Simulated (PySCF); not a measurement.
Species: 3-buten-2-ol, C4H8O.
SMILES: `C=C[C@@H](C)O`

All values: CAM-B3LYP/def2-SVPD (PySCF, non-relativistic), on one gas-phase PBE0-D3(BJ)/def2-SVP geometry that isn't relaxed in the solvent. The solvent is an IEF-PCM continuum (van der Waals radii × 1.2), and excitations are vertical TDDFT with non-equilibrium linear response and a frozen core. Only the electrostatic response of the medium enters.

Gas-phase singlets (H = HOMO, L = LUMO):

| state | E (eV) | λ (nm) | f | leading configuration |
| --- | --- | --- | --- | --- |
| S1 | 7.138 | 174 | 0.138 | H→L 68% |
| S2 | 7.257 | 171 | 0.085 | H→L+1 52% |
| S3 | 7.392 | 168 | 0.081 | H-1→L 52% |
| S4 | 7.616 | 163 | 0.167 | H-1→L+1 53% |
| S5 | 7.909 | 157 | 0.007 | H→L+2 78% |

Task: How does the list change in chloroform (ε = 4.711)?

Result: 
```
state  E (eV)  λ (nm)      f  leading configuration  change by rank (eV)
   S1   7.084     175  0.350                H→L 89%               -0.054
   S2   7.297     170  0.099              H→L+1 73%               +0.040
   S3   7.386     168  0.080              H-1→L 69%               -0.006
   S4   7.717     161  0.060            H-1→L+1 66%               +0.101
   S5   8.027     154  0.004              H→L+2 71%               +0.118
```

Task: What are the lowest 5 singlets in acetone (ε = 20.49)?

Result: 
| state | E (eV) | λ (nm) | f | leading configuration | change by rank (eV) |
| --- | --- | --- | --- | --- | --- |
| S1 | 7.103 | 175 | 0.330 | H→L 89% | -0.035 |
| S2 | 7.331 | 169 | 0.074 | H→L+1 60% | +0.074 |
| S3 | 7.409 | 167 | 0.111 | H-1→L 56% | +0.017 |
| S4 | 7.774 | 159 | 0.053 | H-1→L+1 66% | +0.158 |
| S5 | 8.072 | 154 | 0.003 | H→L+2 68% | +0.163 |

Task: The ground-state energy changes by -0.209 eV from gas to acetone. By how much does the total energy of gas-phase S1 change?

Result: E(S1) = E(S0) + excitation energy, so it changes by -0.209 − 0.035 = -0.244 eV: it is lowered more than the ground state, which is what a red shift means. This is the vertical state, with the slow part of the continuum still set for S0.

Task: How do the frontier levels move from gas to acetone?

Result: 
| orbital | gas (eV) | solvent (eV) | change (eV) |
| --- | --- | --- | --- |
| LUMO+2 | 1.94 | 2.16 | +0.22 |
| LUMO+1 | 1.40 | 1.58 | +0.18 |
| LUMO | 1.09 | 1.19 | +0.10 |
| HOMO | -8.93 | -8.85 | +0.08 |
| HOMO-1 | -9.69 | -9.69 | 0.00 |
| HOMO-2 | -10.81 | -10.73 | +0.08 |
| HOMO-3 | -12.00 | -11.82 | +0.18 |

The HOMO–LUMO gap goes from 10.02 to 10.04 eV. Rows go by rank; for HOMO-3 the atom shares or the degeneracy differ between the runs, so the row needn't follow one orbital.

The values belong to the conformer `[CH2:1]=[CH:2][C@@H:3]([CH3:4])[OH:5]`: C1–C2–C3–C4 -133°, H–O5–C3–C2 -63°.
